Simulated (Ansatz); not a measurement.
**H3O+ (oxonium) at BCCD(T)/6-31G**

What is the energy change on altering one bond length of H3O+ (oxonium) at BCCD(T)/6-31G? 

The results are computed with Ansatz 0.2.0.

## (1) Starting point

H3O+ has 4 atoms, charge +1, and is taken as a singlet. SMILES: `[OH3+]`. The shape is that of a GFN2-xTB optimisation.

Bond lengths: O1–H2 0.983 Å, O1–H3 0.983 Å, O1–H4 0.984 Å. Angles: H2–O1–H3 112.0°, H2–O1–H4 112.0°, H3–O1–H4 112.0°.

## (2) A single-point energy at BCCD(T)/6-31G

input.yaml

```yaml
crystal:
  periodic: [false, false, false]
  atoms:
    - symbol: O
      position_ang: [0.196050, -0.061020, -0.056900]
    - symbol: H
      position_ang: [0.214230, 0.919440, 0.016470]
    - symbol: H
      position_ang: [-0.413410, -0.366620, -0.765680]
    - symbol: H
      position_ang: [0.003130, -0.491800, 0.806120]
basis:
  gaussian: {orbitals: 6-31G}
accuracy: high
scf: {omitted_lower_state_checks: [cluster_reference, increment]}
total_charge: 1
correlation: {method: bccd_t, frozen_orbitals: {H: 0, O: 1}}
```

Launch:

```console
ansatz run input.yaml --threads 1 --pin off --max-ram 2610MiB --events-out events.jsonl --progress --plain --runs-dir runs
```

Log (excerpt; [...] marks lines left out):

```text
Warning: RAYON_NUM_THREADS=1 ignored (pool sized by the plan → 1); use --threads N
Functional definition: HF
  name "HF"
[...]
283 factors; integrals over basis functions are off by at most 2.8e-9 eV
[...]
mean field -2075.32458719 eV, -76.2667718737 hartree, gradient 8.8e-9 eV, S^2 0.000000; 0 other end points of the search recorded, 0 dependent functions left out
1 core orbitals not correlated: weight in the atoms' cores, before any rotation towards them, 1.000 or more for the frozen orbitals, at most 0.000 for the correlated occupied ones
reference -2075.32458719 eV, -76.2667718737 hartree; 4, 4 occupied and 10, 10 virtual orbitals, 283 factors
second order -3.53730286 eV of doubles, -0.00000000 eV of singles
cycle   1  -3.62922325 eV  change   -9.2e-2 eV  update   3.5e-2
[...]
cycle  17  -3.75026370 eV  change  -1.6e-10 eV  update  1.4e-10
perturbative correction -0.03219295 eV, -0.0011830691 hartree
Total energy: -2079.10704384 eV, -76.4057745919 hartree
Checks for a lower state left out: cluster_reference, increment
```

Run time: 0.08 s. Hardware: 1 thread of AMD EPYC 9R45 (Zen 5), shared host.

## (3) The distorted shape

job.yaml

```yaml
crystal:
  periodic: [false, false, false]
  atoms:
    - {symbol: O, position_ang: [0.244284, 0.046684, -0.272674]}
    - {symbol: H, position_ang: [0.262464, 1.027144, -0.199304]}
    - {symbol: H, position_ang: [-0.365176, -0.258916, -0.981454]}
    - {symbol: H, position_ang: [0.003130, -0.491800, 0.806120]}
basis:
  gaussian:
    orbitals: 6-31G
total_charge: 1
correlation:
  method: bccd_t
  frozen_orbitals: {H: 0, O: 1}
accuracy: high
scf:
  omitted_lower_state_checks: [cluster_reference, increment]
```

Launch:

```console
ansatz run job.yaml --threads 1 --pin off --max-ram 2610MiB --events-out events.jsonl --progress --plain --runs-dir runs
```

Log (excerpt; [...] marks lines left out):

```text
Warning: RAYON_NUM_THREADS=1 ignored (pool sized by the plan → 1); use --threads N
[... 2 set-up lines as earlier in the session ...]
[...]
283 factors; integrals over basis functions are off by at most 3.3e-9 eV
[...]
mean field -2074.34583703 eV, -76.2308034686 hartree, gradient 1.6e-8 eV, S^2 0.000000; 0 other end points of the search recorded, 0 dependent functions left out
1 core orbitals not correlated: weight in the atoms' cores, before any rotation towards them, 1.000 or more for the frozen orbitals, at most 0.000 for the correlated occupied ones
reference -2074.34583703 eV, -76.2308034686 hartree; 4, 4 occupied and 10, 10 virtual orbitals, 283 factors
second order -3.75929796 eV of doubles, -0.00000000 eV of singles
cycle   1  -3.81483828 eV  change   -5.6e-2 eV  update   4.3e-2
[...]
cycle  19  -3.96764408 eV  change  -8.1e-10 eV  update  4.4e-10
perturbative correction -0.04262977 eV, -0.0015666151 hartree
Total energy: -2078.35611087 eV, -76.3781783143 hartree
Checks for a lower state left out: cluster_reference, increment
```

Wall time 0.08 s (1 thread of AMD EPYC 9R45 (Zen 5), shared host).

## (4) Outcome

Level: BCCD(T)/6-31G, 1 core orbital frozen.

| quantity | value |
| --- | --- |
| first shape: total energy | -76.40577 Eh |
| first shape: correlation energy (1 core orbital frozen) | -139.0 mEh |
| first shape: (T) correction | -1.18 mEh |
| distorted shape: total energy | -76.37818 Eh |
| distorted shape: correlation energy (1 core orbital frozen) | -147.4 mEh |
| distorted shape: (T) correction | -1.57 mEh |
| energy change with the O1–H4 bond stretched from 0.984 to 1.230 Å | 0.751 eV |

In words: With the O1–H4 bond stretched from 0.984 to 1.230 Å the energy rises by 0.75 eV (17.3 kcal/mol). The first shape isn't relaxed at this level, so the change isn't measured from a minimum. The triples (first shape) make up 0.9 % of the correlation energy. The triples (distorted shape) make up 1.1 % of the correlation energy.
